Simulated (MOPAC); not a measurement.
MOPAC input (PM7):

```
PM7 1SCF GEO-OK AUX(PRECISION=9) THREADS=1
C3H4

C    -0.00000000 1   -0.00000000 1    0.00000000 1
C    -0.00517784 1   -0.00003491 1    1.30012584 1
C     0.00517784 1    0.00003491 1   -1.30012584 1
H    -0.01084802 1    0.92621741 1    1.86315371 1
H    -0.00399217 1   -0.92631746 1    1.86313127 1
H     0.93368018 1    0.00347788 1   -1.85945350 1
H    -0.91884000 1   -0.00337783 1   -1.86683148 1
```

From the output:

```
                                                       MOPAC v23.2.5 Linux

          FINAL HEAT OF FORMATION =         42.06175 KCAL/MOL =     175.98637 KJ/MOL

          COSMO AREA              =         87.21 SQUARE ANGSTROMS
          COSMO VOLUME            =         68.39 CUBIC ANGSTROMS

          IONIZATION POTENTIAL    =         10.423744 EV
          HOMO LUMO ENERGIES (EV) =        -10.424  0.964
          NO. OF FILLED LEVELS    =          8
          MOLECULAR WEIGHT        =         40.0646         POINT GROUP:  D2d

          MOLECULAR DIMENSIONS (Angstroms)

            Atom       Atom       Distance
            H     7    H     4     3.94986
            H     6    H     5     2.47162
            H     4    H     6     1.30995

          SCF CALCULATIONS        =          1

   ATOM   CHEMICAL          X               Y               Z
  NUMBER   SYMBOL      (ANGSTROMS)     (ANGSTROMS)     (ANGSTROMS)

     1       C         -0.00000000  *  -0.00000000  *   0.00000000  *
     2       C         -0.00517784  *  -0.00003491  *   1.30012584  *
     3       C          0.00517784  *   0.00003491  *  -1.30012584  *
     4       H         -0.01084802  *   0.92621741  *   1.86315371  *
     5       H         -0.00399217  *  -0.92631746  *   1.86313127  *
     6       H          0.93368018  *   0.00347788  *  -1.85945350  *
     7       H         -0.91884000  *  -0.00337783  *  -1.86683148  *

                             CARTESIAN COORDINATES

   1    C       -0.000000000    -0.000000000     0.000000000
   2    C       -0.005177840    -0.000034910     1.300125840
   3    C        0.005177840     0.000034910    -1.300125840
   4    H       -0.010848020     0.926217410     1.863153710
   5    H       -0.003992170    -0.926317460     1.863131270
   6    H        0.933680180     0.003477880    -1.859453500
   7    H       -0.918840000    -0.003377830    -1.866831480

           Empirical Formula: C3 H4  =     7 atoms

      MOLECULAR POINT GROUP   :   D2d

                  EIGENVALUES
 -27.56711 -24.59416 -17.97147 -15.36323 -15.36323 -14.81576 -10.42374 -10.42374
   0.96414   0.96414   5.24941   5.52472   5.93342   5.93342   6.16372   6.78584

              NET ATOMIC CHARGES AND DIPOLE CONTRIBUTIONS

  ATOM NO.   TYPE          CHARGE      No. of ELECS.   s-Pop       p-Pop
    1          C           0.085930        3.9141     1.11619     2.79788
    2          C          -0.394273        4.3943     1.07797     3.31630
    3          C          -0.394273        4.3943     1.07797     3.31630
    4          H           0.175654        0.8243     0.82435
    5          H           0.175654        0.8243     0.82435
    6          H           0.175654        0.8243     0.82435
    7          H           0.175654        0.8243     0.82435
 DIPOLE           X         Y         Z       TOTAL
 POINT-CHG.    -0.000     0.000    -0.000     0.000
 HYBRID         0.000    -0.000     0.000     0.000
 SUM           -0.000     0.000    -0.000     0.000

          ATOMIC ORBITAL ELECTRON POPULATIONS

     Atom    s        px        py        pz
    1  C   1.11619   0.91071   0.91071   0.97646
    2  C   1.07797   1.13459   1.14989   1.03181
    3  C   1.07797   1.14989   1.13459   1.03181
    4  H   0.82435
    5  H   0.82435
    6  H   0.82435
    7  H   0.82435

 **********************
 *                    *
 * JOB ENDED NORMALLY *
 *                    *
 **********************

 == MOPAC DONE ==
```

The geometry given is a B3LYP-D3(BJ)/def2-TZVP minimum.
